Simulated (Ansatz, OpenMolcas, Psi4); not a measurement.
## A ladder of methods for SiNH5 (SMILES [SiH3]N)

SiNH5 has 7 atoms, charge 0, and is taken as a singlet. SMILES: `[SiH3]N`. The coordinates come from a PBE0-D4/def2-TZVP relaxation.

Quantity: the vertical energy of the triplet above the singlet, in eV. The values are calculated.

```tsv
level	kind	program	value (eV)	CPU time (all runs)
SVWN5/def2-TZVP	LDA	Ansatz	5.56	8 s
PBE/def2-TZVP	GGA	Psi4	5.55	2.3 min
revPBE/def2-TZVP	GGA	Ansatz	5.58	12 s
r2SCAN/def2-TZVP	meta-GGA	OpenMolcas	5.68	2.8 min
B3LYP/def2-TZVP	global hybrid	OpenMolcas	5.82	2 min
r2SCAN0/def2-TZVP	hybrid meta-GGA	Ansatz	5.80	24 s
HSE06/def2-TZVP	range-separated hybrid	Ansatz	5.80	15 s
RPA@PBE0/def2-TZVP	RPA	Ansatz	6.11	23 s
MP2/def2-TZVP	perturbation theory	Ansatz	6.47	5.8 s
CCSD(T)/def2-TZVP	coupled cluster or CI	Psi4	6.17	4.3 min
```

The values span 5.55 to 6.47 eV. The coupled-cluster rows rest on a doubtful reference here (large T1 or Brueckner and Hartree–Fock orbitals at odds), and rows may lie in different states. A triplet this far above the singlet is often a Rydberg-like or dissociative state; sets without diffuse functions put Rydberg states too high. CPU times are rough (shared hosts, several kinds of processor): they show what a rung costs within a factor of a few.
